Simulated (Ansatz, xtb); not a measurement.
# CHF3S: which of two conformers lies lower

Structure X: `FSC(F)F`, a singlet. Structure Y: `FSC(F)F`, a singlet. Both are isolated molecules in the gas phase, relaxed with B3LYP-D3(BJ)/def2-SVP.

X (Å):

```csv
atom,x (Å),y (Å),z (Å)
C,0.7694,0.6234,-1.9207
F,0.7278,-1.9888,-1.8654
F,-0.5677,0.6615,-2.0746
F,1.3175,0.6082,-3.1506
S,1.3064,-0.7810,-0.9105
H,1.1113,1.5201,-1.3661
```

Y (Å):

```xyz
6

C    -0.8114    1.0367    0.6689
F    -0.9955   -1.1107   -0.7350
F    -2.0155    1.5684    0.3982
F    -0.3755    1.5355    1.8437
S    -0.8750   -0.7767    0.8771
H    -0.1168    1.2851   -0.1523
```

Energies in hartree; the thermal terms are from B3LYP-D3(BJ)/def2-SVP harmonic frequencies (ideal gas, rigid rotor, one conformer each, 298.15 K, 1 atm) and include the zero-point energy:

```
                              X           Y
E, CCSD(T)/def2-SVP  −734.691890  −734.693240
    E, MP2/def2-SVP  −734.646198  −734.647305
  E, MP2/def2-TZVPP  −735.486710  −735.487009
  zero-point energy     0.025452     0.025487
       H(298 K) − E     0.031643     0.031731
       G(298 K) − E    −0.004272    −0.004385
```

**Question.** Correct the CCSD(T) difference for the basis set by the MP2 change, then work out ΔE, ΔE₀, ΔH and ΔG for X → Y in kJ/mol (1 Eh = 2625.50 kJ/mol) and the equilibrium ratio [Y]/[X].

**Answer.** 1. Differences Y − X: CCSD(T) −0.001350, MP2 in the small set −0.001107, MP2 in the large set −0.000299 Eh.
2. ΔE = −0.001350 + (−0.000299 − (−0.001107)) = −0.000542 Eh = −1.42 kJ/mol.
3. ΔE₀ = ΔE + ΔZPE = −0.000542 + (+0.000035) Eh = −1.33 kJ/mol.
4. ΔH = ΔE + (+0.000088) Eh = −1.19 kJ/mol.
5. ΔG = ΔE + (−0.000113) Eh = −1.72 kJ/mol, so ΔS = (ΔH − ΔG)/T = +1.8 J/(mol K).
6. kT = 0.9442 mEh, so K = [Y]/[X] = exp(−ΔG/kT) = exp(+0.69) ≈ 2.

The two are too close for this level to say which is favoured. An error of 4 kJ/mol in ΔG would change K by a factor of 5. Mirror images and further conformers aren't counted.

Other levels gave ΔE = −2.9 (B3LYP-D3(BJ)/def2-SVP); −4.7 (HF/def2-SVP); −2.9 (MP2/def2-SVP); −3.5 (CCSD(T)/def2-SVP) kJ/mol. The correlated steps freeze 9 core orbitals. Programs: Ansatz 0.2.0.
